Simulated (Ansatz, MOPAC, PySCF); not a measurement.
System: cyclopropene, C$_{3}$H$_{4}$ (charge 0, singlet). SMILES: C1=CC1
Geometry from a B3LYP-D3(BJ)/def2-TZVP (Ansatz, a quantum-chemistry and plane-wave program) optimisation:
```xyz
7

C     -0.0054     0.0051     0.8609
C     -0.0002    -0.6463    -0.4958
C      0.0065     0.6404    -0.5035
H      0.9023     0.0040     1.4624
H     -0.9206     0.0134     1.4509
H     -0.0016    -1.5779    -1.0322
H      0.0147     1.5655    -1.0509
```

Unscaled harmonic wavenumbers (cm⁻¹) in rising order, each level at the stationary point that it reaches from this structure (no distance between atoms moves by over 0.3 Å); the order of modes can differ between levels, and a negative number is imaginary. B3LYP-D3(BJ)/def2-TZVP (PySCF, at the structure above): 600, 785, 868, 923, 1017, 1038, 1073, 1114, 1151, 1525, 1734, 3042, 3103, 3254, 3298.

AM1 (MOPAC): 820, 830, 934, 946, 969, 1040, 1089, 1159, 1321, 1446, 1925, 3118, 3180, 3370, 3397. Zero-point energy 36.5 against 35.1 kcal/mol; where all levels lie over 400 cm⁻¹, the wavenumbers are on average 1.057 times those of B3LYP-D3(BJ)/def2-TZVP.

HF/6-31G* (Ansatz): 697, 885, 979, 1021, 1110, 1167, 1199, 1215, 1265, 1671, 1885, 3221, 3277, 3460, 3510. Zero-point energy 38.0 against 35.1 kcal/mol; where all levels lie over 400 cm⁻¹, the wavenumbers are on average 1.098 times those of B3LYP-D3(BJ)/def2-TZVP.

B3LYP/6-31G* (Ansatz): 602, 798, 860, 936, 1024, 1044, 1084, 1127, 1177, 1553, 1753, 3051, 3108, 3269, 3314. Zero-point energy 35.3 against 35.1 kcal/mol; where all levels lie over 400 cm⁻¹, the wavenumbers are on average 1.008 times those of B3LYP-D3(BJ)/def2-TZVP.
